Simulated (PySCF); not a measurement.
**NMR parameters of BH2Et**

BH2Et, C2H7B, point group C1.

Cartesian coordinates in Å; atom numbers follow the order of the lines, from 1:
```xyz
10

B     0.600    1.136    0.546
H     1.810    1.137    0.482
H     0.022    2.195    0.434
C    -0.187   -0.209    0.641
C    -0.323   -0.699   -0.815
H    -1.191   -0.090    1.077
H     0.356   -0.972    1.223
H    -0.870   -1.654   -0.859
H    -0.875    0.019   -1.442
H     0.658   -0.863   -1.287
```

GIAO calculations in PySCF 2.14 on the PBE0-D3(BJ)/def2-SVP structure: isolated species, non-relativistic, equivalent atoms averaged; basis pcSseg-1.

Q: Give the isotropic shieldings (ppm) with PBE0, wB97X-D.

A: 
```tsv
atoms	environment	PBE0	wB97X-D
C4	carbon bonded to C, B, 2 H	163.2	165.3
C5	carbon bonded to C, 3 H	184.0	183.7
B1	boron bonded to C, 2 H	12.6	18.6
H2/H3	hydrogen on a boron bonded to C	23.66	24.03
H6/H7	hydrogen on a carbon bonded to C, B	29.50	29.75
H8/H9/H10	hydrogen on a carbon bonded to C	30.46	30.58
HOMO–LUMO gap (eV)	–	7.52	11.38
```

Q: And the chemical shifts, against references computed in the same way?

A: 
```csv
atoms,"nucleus, reference",PBE0,wB97X-D
C4,"¹³C, TMS",21.2,19.3
C5,"¹³C, TMS",0.4,0.8
B1,"¹¹B, BF3·OEt2",88.1,83.0
H2/H3,"¹H, TMS",7.60,7.35
H6/H7,"¹H, TMS",1.76,1.63
H8/H9/H10,"¹H, TMS",0.81,0.80
```

Q: Which part of the shielding of C4 depends on the functional?

A: Diamagnetic: PBE0 249, wB97X-D 249 ppm; paramagnetic: PBE0 -86, wB97X-D -84 ppm. The diamagnetic part, set mainly by inner electrons, hardly moves; the paramagnetic part goes with low-lying magnetically allowed excitations and carries the spread.

Q: What couplings does B3LYP/pcJ-1 (spin–dipole term only in couplings to heteroatoms) give?

A: ¹J(C5,H8) = 135.5, ¹J(B1,H2) = 134.5, ¹J(C4,H6) = 131.4, ¹J(B1,C4) = 50.6, ¹J(C4,C5) = 26.6, ²J(H8,H9) = -14.6, ²J(H6,H7) = -9.4, ²J(H2,H3) = 6.5, ²J(C5,H6) = -6.2, ²J(B1,H6) = -5.4, ²J(H2,C4) = 4.8, ²J(C4,H8) = -2.3, ³J(H6,H8) = 9.7, ³J(H2,H6) = 7.7 Hz (averaged over equivalent pairs; isotopes ¹³C, ¹H, ¹¹B).
